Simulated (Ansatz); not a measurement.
Input file:

```yaml
crystal:
  periodic: [false, false, false]
  atoms:
    - {symbol: Al, position_ang: [0.000000, 0.033682, 0.621048]}
    - {symbol: C, position_ang: [0.000000, -0.124908, -1.222629]}
    - {symbol: H, position_ang: [0.000000, 0.586788, -2.055880]}
basis:
  gaussian: {orbitals: def2-SVP}
magnetization: {spin_polarized: false}
correlation: {method: ccsd_t, electrons: valence}
accuracy: high
```

```sh
$ ansatz run in.yaml --threads 1 --pin off --events-out ev --progress --plain --max-ram 2393MiB
```

Output:

```
702 factors; integrals over basis functions are off by at most 3.8e-9 eV
mean field evaluation 1: about -7616.0576 eV, gradient 3.1e1 eV
mean field evaluation 2: about -7616.0599 eV, gradient 3.1e1 eV
mean field evaluation 4: about -7620.4850 eV, gradient 4.4e0 eV
mean field evaluation 8: about -7621.0032 eV, gradient 1.5e-1 eV
mean field evaluation 16: about -7621.0191 eV, gradient 4.9e-1 eV
mean field evaluation 32: about -7621.1397 eV, gradient 1.9e-8 eV
mean field evaluation 64: about -7621.0034 eV, gradient 1.4e-7 eV
mean field evaluation 96: about -7621.0046 eV, gradient 2.1e-3 eV
mean field evaluation 128: about -7621.0046 eV, gradient 2.1e-3 eV
mean field evaluation 160: about -7593.9385 eV, gradient 3.1e1 eV
...
cycle  13  -5.35925402 eV  change   -7.7e-8 eV  update   1.9e-7
cycle  14  -5.35925400 eV  change    2.1e-8 eV  update   1.7e-7
cycle  15  -5.35925376 eV  change    2.4e-7 eV  update   1.5e-7
cycle  16  -5.35925377 eV  change   -8.2e-9 eV  update   8.9e-8
cycle  17  -5.35925372 eV  change    5.4e-8 eV  update   5.2e-8
cycle  18  -5.35925369 eV  change    2.7e-8 eV  update   3.1e-8
cycle  19  -5.35925369 eV  change  -3.2e-10 eV  update   2.0e-8
cycle  20  -5.35925370 eV  change   -1.1e-8 eV  update   4.3e-9
cycle  21  -5.35925371 eV  change   -4.5e-9 eV  update   1.9e-9
cycle  22  -5.35925371 eV  change  -7.2e-11 eV  update  7.8e-10
perturbative correction -0.37175163 eV, -0.0136616205 hartree
Total energy: -7626.73443285 eV, -280.2773208210 hartree
```

Ran on 1 thread of Arm Neoverse V1, shared host: 3 s wall, 0.14 GiB peak host memory.
